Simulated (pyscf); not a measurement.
Single points on ωB97X-D3(BJ)/def2-SVP structures (PySCF, gas phase). MP2 and CC: frozen core, UHF for open shells. ΔMP2 is the change of the MP2 total energy from the triple- to the quadruple-zeta basis.

For the elementary gas-phase step O=ZrH–OH -> O=Zr [singlet] + H₂O (singlet surface; O–Zr, H–Zr broken, H–O formed), what barrier and reaction energy does CCSD(T)/def2-TZVPP + ΔMP2(QZVPP) give, measured from the reactant's lowest minimum found?

ΔE‡ = 60.1 kcal/mol, ΔE = +67.7 kcal/mol. Zero-point energy shifts the barrier by -0.3 kcal/mol. It is a 1,1-elimination, with an imaginary mode of 1460i cm⁻¹. On the product side the descent ends in an adduct with a O–Zr contact, 21.7 kcal/mol under the separated species and 9.7 kcal/mol under the saddle at ωB97X-D3(BJ)/def2-TZVP. At CCSD(T) the saddle lies under the separated products, which points to a path from their complex (located at ωB97X-D3(BJ) alone), and parting the products costs more than the saddle. What is counted as broken (O–Zr) persists as a longer contact in the product adduct; parting that adduct is a step of its own. At ωB97X-D3(BJ) the barrier from the zero used here is 69.0 kcal/mol. This is the saddle that the search found; another between the same sides may lie lower. A restricted singlet here is unstable towards spin polarisation, as is usual where a triplet lies low; its energy is less safe. The CCSD(T) − MP2 part came from Ansatz, without density fitting, on the same reference. The frozen core leaves the outer d or s,p core shells of the metals and heavy elements correlated in the MP2 and CC values, and def2-TZVPP describes them poorly, which can shift differences by a few kcal/mol. Elements past Kr carry the def2 core potentials, without spin-orbit coupling.
